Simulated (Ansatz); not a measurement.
Consider the hydrogenolysis of a C–F bond: `FCOC(F)F` + H₂ → `COC(F)F` + H–F.

Isolated molecules relaxed with PBE0-D4/def2-TZVP in Ansatz; ΔE leaves out vibrations. CCSD(T)/CBS is the MP2 limit (def2-TZVPP, def2-QZVPP) plus CCSD(T) − MP2 in def2-TZVPP, frozen cores. This one scheme is used for every species. Functionals use def2-TZVPP. Each species was taken in one conformer, which may not be the lowest.

```json
{"level": "ωB97M-V", "ΔE (kcal/mol)": "-16.6"}
{"level": "MP2/def2-TZVPP", "ΔE (kcal/mol)": "-19.3"}
```

(1) What does CCSD(T)/CBS give? (Estimate.)

Largest T1 diagnostic among the species: 0.012.

## Answers

(1) The calculation gave: -19.2 kcal/mol. The listed levels differ from it by 2.6, -0.1 kcal/mol.

From r2SCAN to r2SCAN0 (25 % exact exchange), in def2-TZVPP and without D4, ΔE moves by −1.5 kcal/mol. Leaving LDA and LC-ωPBE aside and taking each functional with its dispersion term where it has one, the values, not all of them listed here, spread over 3.3 kcal/mol, from PBE-QIDH to BLYP-D4. LDA lies +0.9 kcal/mol from PBE without D4. At CCSD(T), def2-SVP lies +4.4 kcal/mol from the extrapolated value and def2-TZVPP +1.1 kcal/mol.
